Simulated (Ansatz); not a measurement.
**C₂H₃F₂ radical: how energies converge with the basis set**

How large a basis does C₂H₃F₂ radical need? Two functionals and correlated methods are run in growing sets.

Program: Ansatz 0.2.0, Gaussian basis. Level of theory: one geometry, several basis sets. These are calculated values, not measurements.

The runs, in order: PBE0-D4/def2-SVP; ωB97M-V/def2-SVP; PBE0-D4/def2-QZVPP; ωB97M-V/def2-QZVPP; CCSD(T)/cc-pV(D+d)Z; CCSD(T)/cc-pV(T+d)Z; CCSD(T)/cc-pV(Q+d)Z; the functionals' def2-TZVPP values are taken from earlier runs.

**1. Structure used throughout**

An earlier PBE0-D4 in a triple-zeta def2 set relaxation fixed the geometry.

SMILES `C[C](F)F`, 7 atoms, charge 0, spin multiplicity 2.

Atoms are counted from 1 here; the program's logs count them from 0.

Bond lengths: C1–C2 1.480 Å, C1–H5 1.089 Å, C1–H6 1.089 Å, C1–H7 1.098 Å, C2–F3 1.331 Å, C2–F4 1.331 Å. Angles: C2–C1–H5 109.8°, C2–C1–H6 109.7°, C2–C1–H7 110.5°, H5–C1–H6 109.2°, H5–C1–H7 108.8°, H6–C1–H7 108.8°, C1–C2–F3 115.5°, C1–C2–F4 115.5°, F3–C2–F4 109.5°.

**2. PBE0-D4 in def2-SVP**

Input file in.yaml:

```yaml
crystal:
  periodic: [false, false, false]
  atoms:
    - {symbol: C, position_ang: [-0.163641, 0.621607, 0.000052]}
    - {symbol: C, position_ang: [0.183921, -0.781960, 0.315373]}
    - {symbol: F, position_ang: [-0.645865, -1.701154, -0.171930]}
    - {symbol: F, position_ang: [1.440301, -1.133728, 0.053234]}
    - {symbol: H, position_ang: [0.520595, 1.295066, 0.514983]}
    - {symbol: H, position_ang: [-1.183042, 0.829804, 0.323009]}
    - {symbol: H, position_ang: [-0.091068, 0.802365, -1.080521]}
basis:
  gaussian: {orbitals: def2-SVP}
magnetization: {spin_polarized: true, initial_magnetization: 1}
hamiltonian: {xc: pbe0, dispersion: d4}
output: {orbitals: {seedname: orbitals}}
```

Started as:

```bash
$ ansatz run in.yaml --threads 2 --pin off --events-out ev --progress --plain --max-ram 22528MiB --backend cpu
```

After this run come: ωB97M-V in def2-SVP; PBE0-D4 in def2-QZVPP; ωB97M-V in def2-QZVPP; CCSD(T) in cc-pV(D+d)Z; CCSD(T) in cc-pV(T+d)Z; CCSD(T) in cc-pV(Q+d)Z.

Q: Predict the results of all the runs planned. Wanted: MP2 correlation recovered, cc-pV(D+d)Z; MP2 correlation recovered, cc-pV(T+d)Z; MP2 correlation recovered, cc-pV(Q+d)Z; CCSD(T) limit from def2 sets; PBE0-D4: double and triple zeta above quadruple; ωB97M-V: double and triple zeta above quadruple.

The runs gave:

| quantity | value |
| --- | --- |
| MP2 correlation recovered, cc-pV(D+d)Z | 67.3 % |
| MP2 correlation recovered, cc-pV(T+d)Z | 87.5 % |
| MP2 correlation recovered, cc-pV(Q+d)Z | 94.8 % |
| CCSD(T) limit from def2 sets (earlier runs) less the limit of this series | 3 meV |
| PBE0-D4: double and triple zeta above quadruple | 9.43, 0.40 eV |
| ωB97M-V: double and triple zeta above quadruple | 9.67, 0.38 eV |

In words: For PBE0-D4 the step from double to triple zeta gains 9.03 eV and the next only 0.40 eV. Correlation climbs from 67 % (cc-pV(D+d)Z) to 95 % (cc-pV(Q+d)Z) of the limit; Hartree-Fock is 0.179 eV from its own by then. A limit from the def2 sets, made apart, differs by 3 meV, a least measure of the doubt on such a limit. These are total energies; as a rule much of such shifts cancels in differences, which this series doesn't test. The LUMO of ωB97M-V is positive and keeps falling with the basis (0.97 to 0.45 eV): an unbound level that the basis holds in place.
